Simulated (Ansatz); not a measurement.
Geometry optimisation, RKS LDA/def2-SVP (Ansatz).

input.yaml

```yaml
crystal:
  periodic: [false, false, false]
  atoms:
    - { symbol: Al, position_ang: [0.0, 0.0, 0.0] }
    - { symbol: H, position_ang: [1.2076, 0.0, 1.2804] }
    - { symbol: H, position_ang: [1.7126, 0.0, 0.4057] }
    - { symbol: C, position_ang: [-1.706, 0.0, -0.985] }
    - { symbol: H, position_ang: [-2.2662, -0.9305, -0.7558] }
    - { symbol: H, position_ang: [-2.3102, 0.8797, -0.6796] }
    - { symbol: H, position_ang: [-1.5043, 0.0508, -2.0753] }
basis:
  gaussian: { orbitals: def2-SVP }
hamiltonian:
  xc: lda
relax:
  f_tol: 0.15
  max_steps: 25
  restrain:
    - { distance: [1, 2], at: 1.86, k: 30.0 }
    - { distance: [0, 1], at: 1.56, k: 30.0 }
    - { distance: [0, 2], at: 1.56, k: 30.0 }
```

Launched with:

```bash
$ ansatz run input.yaml --threads 1 --pin off --max-ram 2048MiB --backend cpu --events-out ev --progress --plain --runs-dir out
```

Q: Where does it end, and by what steps?

A: The forces met the threshold. The restraints hold the end off the free minimum; the threshold counts their pulls, which the force column leaves out. Restrained pairs: H2–H3 (1.01 → 1.93 Å), Al1–H2 (1.76 → 1.55 Å), Al1–H3 (1.76 → 1.55 Å). After 4 steps the energy has fallen by 2.955 eV (the restraints' own energy left out); H2 moved furthest, 0.58 Å.

| step | energy less start (eV) | largest force component (eV/Å) | accepted |
| --- | --- | --- | --- |
| 0 | 0.0000 | 2.861 | yes |
| 1 | -1.2087 | 2.627 | yes |
| 2 | -2.2595 | 2.067 | yes |
| 3 | -2.9006 | 1.754 | yes |
| 4 | -2.9554 | 1.739 | yes |

```xyz
7
Properties=species:S:1:pos:R:3
Al 0.110 0.001 0.057
H 0.672 -0.001 1.506
H 1.649 -0.001 -0.156
C -1.561 0.002 -0.915
H -2.142 -0.917 -0.682
H -2.189 0.867 -0.607
H -1.406 0.050 -2.013
```

Run time: 3.1 s on 1 thread of Intel(R) Xeon(R) Platinum 8488C (Sapphire Rapids), with other jobs on the host, peak memory 0.12 GiB.
